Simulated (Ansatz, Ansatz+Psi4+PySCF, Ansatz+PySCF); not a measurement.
```yaml
atoms:
  - { symbol: H, position_ang: [0.9067, 1.2549, -2.2000] }
  - { symbol: H, position_ang: [0.9067, -1.2090, -2.2000] }
  - { symbol: H, position_ang: [-0.9412, -1.2090, -2.2000] }
  - { symbol: C, position_ang: [-0.0172, 0.6901, -2.2000] }
  - { symbol: C, position_ang: [-0.0172, -0.6442, -2.2000] }
  - { symbol: H, position_ang: [-0.9412, 1.2549, 2.2000] }
  - { symbol: H, position_ang: [0.9067, 1.2549, 2.2000] }
  - { symbol: H, position_ang: [0.9067, -1.2090, 2.2000] }
  - { symbol: H, position_ang: [-0.9412, -1.2090, 2.2000] }
  - { symbol: C, position_ang: [-0.0172, 0.6901, 2.2000] }
  - { symbol: C, position_ang: [-0.0172, -0.6442, 2.2000] }
```

Basis set: cc-pVTZ (spherical functions). Correlated methods keep 4 orbitals frozen. Correlation on ROHF uses semicanonical orbitals with singles. Charge 0, multiplicity 2.

Computed with Ansatz (development build ahead of 0.2.0); each method stands on the lowest determinant of its kind that the runs found.

The atomization energy at this shape (free ground-state atoms in the same class of orbitals less the molecule, no zero-point energy) of doublet C₄H₇ in separate pieces:

```json
{"method": "UHF-MP2", "atomization energy": "4108.4 kJ/mol"}
{"method": "ROHF", "atomization energy": "3215.2 kJ/mol"}
{"method": "UHF", "atomization energy": "3189.1 kJ/mol"}
```

Question: What does ROHF-MP2 give?

Answer: 4138.0 kJ/mol. Caution for ROHF-MP2, UHF-MP2: bonds are stretched, where a single reference can fail. Caution for UHF-MP2, UHF: the unrestricted determinant is spin contaminated.
